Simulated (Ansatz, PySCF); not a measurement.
Stepwise substitution at one centre (Si F-H). Isolated molecules, 0 K electronic values unless said otherwise. Strings in code marks are SMILES.

Quantity: vertical ionisation energy (energy after one electron is removed minus that of the parent at the parent's geometry), in eV.

Level 1: frozen-core CCSD(T)/cc-pVTZ // PBE0-D3(BJ)/def2-TZVP (Ansatz, an electronic-structure program)
Level 2: PBE-D3(BJ)/def2-TZVP // PBE0-D3(BJ)/def2-TZVP (PySCF)
Level 3: minus the HOMO energy of HF/STO-3G // PBE0-D3(BJ)/def2-TZVP (PySCF)
Level 4: minus the HOMO energy of SVWN5/6-31G* // PBE0-D3(BJ)/def2-TZVP (PySCF)

```
species       level 1  level 2  level 3  level 4
------------  -------  -------  -------  -------
`F[SiH2]F`      12.98    12.14    10.36     8.11
`[SiH4]`        12.78    12.13    11.44     8.46
`F[SiH](F)F`    14.45    13.46    10.89     9.31
```
